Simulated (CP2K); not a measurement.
# BNH3 (SMILES B[NH]): U-revPBE-D3(BJ)/TZV2P-MOLOPT-PBE-GTH (core potential)

Aim: the vertical doublet–quartet gap of BNH3 at U-revPBE-D3(BJ)/TZV2P-MOLOPT-PBE-GTH (core potential), from 2 runs. 

The results are computed with CP2K 2026.2.

1 further run of the same task is left out (set aside as unsound or not needed).

**1. The molecule**

The species is BNH3 (5 atoms), meant as a doublet with charge 0. SMILES: `B[NH]`. The shape is that of a PBE0-D4/def2-TZVP optimisation.

Bond lengths: B1–N2 1.329 Å, B1–H3 1.210 Å, B1–H4 1.204 Å, N2–H5 0.999 Å. Angles: B1–N2–H5 163.9°, N2–B1–H3 118.8°, N2–B1–H4 121.2°, H3–B1–H4 119.9°.

**2. A single-point energy at U-revPBE-D3(BJ)/TZV2P-MOLOPT-PBE-GTH (core potential)**

Input file molecule.inp:

```
&GLOBAL
   PROJECT_NAME molecule
   RUN_TYPE ENERGY
   PRINT_LEVEL MEDIUM
&END GLOBAL

&FORCE_EVAL
   METHOD Quickstep
   &DFT
      BASIS_SET_FILE_NAME BASIS_MOLOPT_UZH
      POTENTIAL_FILE_NAME POTENTIAL_UZH
      MULTIPLICITY 2
      UKS T
      &QS
         METHOD GPW
         EPS_DEFAULT 1.0E-10
      &END QS
      &MGRID
         CUTOFF 400
         REL_CUTOFF 50
         NGRIDS 4
      &END MGRID
      &POISSON
         PERIODIC NONE
         POISSON_SOLVER MULTIPOLE
      &END POISSON
      &SCF
         SCF_GUESS ATOMIC
         EPS_SCF 1.0E-05
         MAX_SCF 40
         &OT
            MINIMIZER DIIS
            PRECONDITIONER FULL_ALL
         &END OT
         &OUTER_SCF
            EPS_SCF 1.0E-05
            MAX_SCF 2
         &END OUTER_SCF
      &END SCF
      &XC
         &XC_FUNCTIONAL
            &PBE
               PARAMETRIZATION REVPBE
            &END PBE
         &END XC_FUNCTIONAL
         &VDW_POTENTIAL
            POTENTIAL_TYPE PAIR_POTENTIAL
            &PAIR_POTENTIAL
               TYPE DFTD3(BJ)
               PARAMETER_FILE_NAME dftd3.dat
               REFERENCE_FUNCTIONAL revPBE
               R_CUTOFF 15
            &END PAIR_POTENTIAL
         &END VDW_POTENTIAL
      &END XC
      &PRINT
         &MOMENTS
            PERIODIC F
            REFERENCE COM
            MAX_MOMENT 1
         &END MOMENTS
         &MO_CUBES
            NLUMO 2
            NHOMO -1
            WRITE_CUBE F
         &END MO_CUBES
         &HIRSHFELD OFF
         &END HIRSHFELD
      &END PRINT
   &END DFT
   &SUBSYS
      &CELL
         ABC 9.2 9.4 8.9
         PERIODIC NONE
      &END CELL
      &COORD
         B     -0.310800    -0.370100    -0.091600
         N      0.531200     0.655200    -0.019800
         H     -0.414800    -1.107400     0.862500
         H     -0.964100    -0.573100    -1.081900
         H      1.208400     1.321700     0.289300
      &END COORD
      &TOPOLOGY
         &CENTER_COORDINATES
         &END CENTER_COORDINATES
      &END TOPOLOGY
      &KIND B
         BASIS_SET TZV2P-MOLOPT-PBE-GTH-q3
         POTENTIAL GTH-PBE-q3
      &END KIND
      &KIND N
         BASIS_SET TZV2P-MOLOPT-PBE-GTH-q5
         POTENTIAL GTH-PBE-q5
      &END KIND
      &KIND H
         BASIS_SET TZV2P-MOLOPT-PBE-GTH-q1
         POTENTIAL GTH-PBE-q1
      &END KIND
   &END SUBSYS
&END FORCE_EVAL
```

Launch:

```
OMP_NUM_THREADS=1 cp2k.psmp -i molecule.inp -o molecule.out
```

What it wrote:

```text
CP2K| version string:                                       CP2K version 2026.2
[...]
 GLOBAL| Method name                                                        CP2K
[...]
 GLOBAL| Run type                                                         ENERGY
[...]
 DFT| Spin unrestricted (spin-polarized) Kohn-Sham calculation               UKS
 DFT| Multiplicity                                                             2
[...]
 DFT| Charge                                                                   0
[...]
 FUNCTIONAL| PBE:
[...]
 QS| Method:                                                                 GPW
[...]
 QS| Density cutoff [a.u.]:                                                200.0
[...]
 QS| Relative density cutoff [a.u.]:                                        25.0
[...]
                             - Atoms:                                          5
[...]
                             - Spherical basis functions:                    100
[...]
 Number of electrons:                                                          6
[...]
     1 OT DIIS     0.15E+00    1.9     0.07451109       -13.0671358850 -1.31E+01
[...]
    19 OT DIIS     0.15E+00    1.6     0.00000580       -14.5282386903 -4.99E-08
  *** SCF run converged in    19 steps ***
[...]
  Overlap energy of the core charge distribution:               0.00000683486664
  Self energy of the core charge distribution:                -35.12082340213162
  Core Hamiltonian energy:                                     10.81065541781330
  Hartree energy:                                              14.43227711525097
  Exchange-correlation energy:                                 -4.64579245239846
  Dispersion energy:                                           -0.00456220369214
  Total energy:                                               -14.52823869029130
[...]
                     Mulliken Population Analysis
 #  Atom  Element  Kind  Atomic population (alpha,beta) Net charge  Spin moment
       1     B        1         1.340193     1.395283     0.264523    -0.055090
       2     N        2         3.031061     2.210766    -0.241827     0.820295
       3     H        3         0.568230     0.439295    -0.007524     0.128935
       4     H        3         0.552916     0.449652    -0.002568     0.103264
       5     H        3         0.507600     0.505004    -0.012604     0.002596
 # Total charge and spin        6.000000     5.000000     0.000000     1.000000
[...]
  Dipole moment [Debye]
    X=  0.8687622E+00 Y=  0.8481407E+00 Z=  0.4088328E+00  Total=      1.2811068
[...]
 WARNING : did not converge in ot_eigensolver
 number of iterations          299  exceeded maximum
 current gradient / target gradient   6.2552079251261441E-004  /    1.0000000000000001E-005
[...]
 WARNING : did not converge in ot_eigensolver
 number of iterations          299  exceeded maximum
 current gradient / target gradient   1.9275686538622845E-005  /    1.0000000000000001E-005
[...]
 HOMO - LUMO gap [eV] :    2.987282
 ENERGY| Total FORCE_EVAL ( QS ) energy [hartree]            -14.528238690291303
[...]
```

Wall time 39 s (1 thread of Arm Neoverse V1, shared host); peak memory 0.85 GiB.

**3. The quartet, same level**

Input file qs.inp:

```
&FORCE_EVAL
 METHOD QUICKSTEP
 &DFT
  BASIS_SET_FILE_NAME BASIS_MOLOPT_UZH
  POTENTIAL_FILE_NAME POTENTIAL_UZH
  CHARGE 0
  MULTIPLICITY 4
  UNRESTRICTED_KOHN_SHAM T
  &QS
   METHOD GPW
   EPS_DEFAULT 1.0E-10
  &END QS
  # real-space grids
  &MGRID
   CUTOFF 400
   REL_CUTOFF 50
   NGRIDS 4
  &END MGRID
  # no periodic images
  &POISSON
   PERIODIC NONE
   POISSON_SOLVER MULTIPOLE
  &END POISSON
  &SCF
   SCF_GUESS ATOMIC
   EPS_SCF 1.0E-05
   MAX_SCF 40
   &OT ON
    MINIMIZER DIIS
    PRECONDITIONER FULL_ALL
   &END OT
   &OUTER_SCF
    EPS_SCF 1.0E-05
    MAX_SCF 2
   &END OUTER_SCF
  &END SCF
  # exchange and correlation
  &XC
   &XC_FUNCTIONAL
    &PBE
     PARAMETRIZATION REVPBE
    &END PBE
   &END XC_FUNCTIONAL
   &VDW_POTENTIAL
    POTENTIAL_TYPE PAIR_POTENTIAL
    &PAIR_POTENTIAL
     TYPE DFTD3(BJ)
     PARAMETER_FILE_NAME dftd3.dat
     REFERENCE_FUNCTIONAL revPBE
     R_CUTOFF 15
    &END PAIR_POTENTIAL
   &END VDW_POTENTIAL
  &END XC
  &PRINT
   &MOMENTS
    PERIODIC F
    REFERENCE COM
    MAX_MOMENT 1
   &END MOMENTS
   &MO_CUBES
    NLUMO 2
    NHOMO -1
    WRITE_CUBE F
   &END MO_CUBES
   &HIRSHFELD OFF
   &END HIRSHFELD
  &END PRINT
 &END DFT
 # atoms, cell and kinds
 &SUBSYS
  &CELL
   ABC [angstrom] 9.2 9.4 8.9
   PERIODIC NONE
  &END CELL
  &COORD
   B     -0.310800    -0.370100    -0.091600
   N      0.531200     0.655200    -0.019800
   H     -0.414800    -1.107400     0.862500
   H     -0.964100    -0.573100    -1.081900
   H      1.208400     1.321700     0.289300
  &END COORD
  &TOPOLOGY
   &CENTER_COORDINATES
   &END CENTER_COORDINATES
  &END TOPOLOGY
  &KIND B
   BASIS_SET TZV2P-MOLOPT-PBE-GTH-q3
   POTENTIAL GTH-PBE-q3
  &END KIND
  &KIND N
   BASIS_SET TZV2P-MOLOPT-PBE-GTH-q5
   POTENTIAL GTH-PBE-q5
  &END KIND
  &KIND H
   BASIS_SET TZV2P-MOLOPT-PBE-GTH-q1
   POTENTIAL GTH-PBE-q1
  &END KIND
 &END SUBSYS
&END FORCE_EVAL

&GLOBAL
 PROJECT qs
 RUN_TYPE ENERGY
 PRINT_LEVEL MEDIUM
&END GLOBAL
```

Launch:

```
OMP_NUM_THREADS=1 cp2k.psmp -i qs.inp -o qs.out
```

What it wrote, cut to the lines that bear on the results:

```text
CP2K| version string:                                       CP2K version 2026.2
[...]
 GLOBAL| Method name                                                        CP2K
[...]
 GLOBAL| Run type                                                         ENERGY
[...]
 DFT| Spin unrestricted (spin-polarized) Kohn-Sham calculation               UKS
 DFT| Multiplicity                                                             4
[...]
 DFT| Charge                                                                   0
[...]
 FUNCTIONAL| PBE:
[...]
 QS| Method:                                                                 GPW
[...]
 QS| Density cutoff [a.u.]:                                                200.0
[...]
 QS| Relative density cutoff [a.u.]:                                        25.0
[...]
                             - Atoms:                                          5
[...]
                             - Spherical basis functions:                    100
[...]
 Number of electrons:                                                          7
[...]
     1 OT DIIS     0.15E+00    1.5     0.08323204       -13.0386512975 -1.30E+01
[...]
    28 OT DIIS     0.15E+00    1.6     0.00000708       -14.3260147851 -6.07E-08
  *** SCF run converged in    28 steps ***
[...]
  Overlap energy of the core charge distribution:               0.00000683486664
  Self energy of the core charge distribution:                -35.12082340213162
  Core Hamiltonian energy:                                     10.99260709293292
  Hartree energy:                                              14.45719385481481
  Exchange-correlation energy:                                 -4.65043696193297
  Dispersion energy:                                           -0.00456220369214
  Total energy:                                               -14.32601478514236
[...]
                     Mulliken Population Analysis
 #  Atom  Element  Kind  Atomic population (alpha,beta) Net charge  Spin moment
       1     B        1         2.105279     0.954539    -0.059818     1.150740
       2     N        2         3.249792     1.752688    -0.002480     1.497104
       3     H        3         0.589862     0.392673     0.017465     0.197189
[...]
  Dipole moment [Debye]
    X=  0.2351378E+01 Y=  0.2588929E+01 Z=  0.6213864E+00  Total=      3.5521332
[...]
 HOMO - LUMO gap [eV] :    2.473460
 ENERGY| Total FORCE_EVAL ( QS ) energy [hartree]            -14.326014785142357
[...]
```

Wall time 49 s (1 thread of Arm Neoverse V1, shared host); peak memory 0.85 GiB.

**4. Outcome**

Level: U-revPBE-D3(BJ)/TZV2P-MOLOPT-PBE-GTH (core potential).

```
                                        quantity          value
                           doublet: total energy   -14.52824 Eh
                          doublet: dipole moment         1.28 D
     doublet: HOMO energy (highest over α and β)       -6.36 eV
      doublet: LUMO energy (lowest over α and β)       -4.16 eV
                      doublet: dispersion energy  -11.98 kJ/mol
                                   doublet: ⟨S²⟩          0.756
                           quartet: total energy   -14.32601 Eh
                          quartet: dipole moment         3.55 D
     quartet: HOMO energy (highest over α and β)       -1.97 eV
                      quartet: dispersion energy  -11.98 kJ/mol
                                   quartet: ⟨S²⟩          3.759
vertical energy of the quartet above the doublet       5.503 eV
```

In words: At this shape the quartet lies 5.50 eV (127 kcal/mol) above the doublet.
